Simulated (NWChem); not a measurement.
System: ethanol (C2H6O); SMILES C(C)O

Here is an NWChem input.

```
start job
memory heap 200 mb stack 900 mb global 1100 mb
geometry units angstroms noautosym nocenter noautoz
  C      0.248698    -1.203641     0.033018
  C     -0.541542     0.090016    -0.018908
  O      0.265684     1.233055     0.084748
  H     -0.416728    -2.080766     0.008403
  H      0.852809    -1.250118     0.951796
  H      0.934462    -1.285843    -0.827244
  H     -1.165352     0.112434    -0.936439
  H     -1.242518     0.134033     0.830254
  H      0.876841     1.231942    -0.659191
end
basis spherical
  * library def2-svpd
end
dft
  xc xpbe96 cpbe96
  iterations 150
end
property
  response 1 0.0
end
task dft property
```

Coordinates come from a PBE0/def2-SVP optimisation.

Static field.

Problem. What results follow from this input? (PBE/def2-SVPD.) Quantities: isotropic polarisability (bohr³); anisotropy (bohr³).

Solution. 
```
Property                          Value
--------------------------------  -----
isotropic polarisability (bohr³)   34.6
anisotropy (bohr³)                  4.5
```
